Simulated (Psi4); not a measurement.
Dimer: C2H4 (SMILES C=C) (first 6 atoms) with C2H2 (SMILES C#C); geometry from A24 set.
(charge 0, multiplicity 1):
```tsv
atom	x (Å)	y (Å)	z (Å)
H	-0.9240	1.2320	-1.6848
H	0.9240	1.2320	-1.6848
H	0.9240	-1.2320	-1.6848
H	-0.9240	-1.2320	-1.6848
C	0.0000	0.6672	-1.6848
C	0.0000	-0.6672	-1.6848
H	0.0000	-1.6679	1.8152
H	0.0000	1.6679	1.8152
C	0.0000	-0.6034	1.8152
C	0.0000	0.6034	1.8152
```

Method: SAPT0/jun-cc-pV(D+d)Z run with Psi4.

Problem. Give the four SAPT terms and the total, and say what mostly holds the pair together.

Solution. electrostatics -1.6, exchange 16.8, induction -1.0, dispersion -7.0, total 7.1 kJ/mol; the largest attraction is dispersion.
